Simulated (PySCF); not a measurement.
Geometry:
```csv
atom,x (Å),y (Å),z (Å)
O1,1.589,-1.552,0.467
C2,1.082,-0.464,0.406
O3,1.730,0.638,0.021
C4,-0.358,-0.213,0.723
C5,-1.170,0.652,-0.147
O6,-0.736,1.083,1.112
H7,2.637,0.365,-0.185
H8,-0.829,-1.047,1.256
H9,-0.695,1.138,-1.008
H10,-2.242,0.438,-0.244
```

Geometry: PBE0-D3(BJ)/def2-SVP; GIAO absolute shieldings from PySCF 2.14.0 with density-fitted response routines, gas phase, non-relativistic, averaged over equivalent atoms.

At PBE0/pcSseg-1 (122 basis functions, 13 s wall time on 1 thread of an Arm Neoverse N1, shared host):
```tsv
atoms	σ (ppm)
O1	-112.8
O3	135.1
O6	297.9
C2	9.7
C5	137.9
C4	138.3
H7	25.71
H8	28.30
H9	28.46
H10	28.50
```

Question: Predict the values at PBE/pcSseg-2 on the same geometry.

Answer: 
| atoms | σ at PBE/pcSseg-2 | change |
| --- | --- | --- |
| O1 | -105.2 | +7.6 |
| O3 | 121.8 | -13.3 |
| O6 | 279.9 | -18.0 |
| C2 | 2.2 | -7.5 |
| C5 | 128.1 | -9.8 |
| C4 | 129.1 | -9.2 |
| H7 | 25.67 | -0.04 |
| H8 | 27.99 | -0.31 |
| H9 | 28.26 | -0.20 |
| H10 | 28.32 | -0.18 |

The largest change is at O6 (ether oxygen). Cost: 272 basis functions, 65 s wall time on 1 thread of an Arm Neoverse N1, shared host. The order of the carbon signals is the same at both levels.

Hydrogen bonding in solution deshields acid and N–H amide carbonyl carbons by as much as 10 ppm beyond these values.
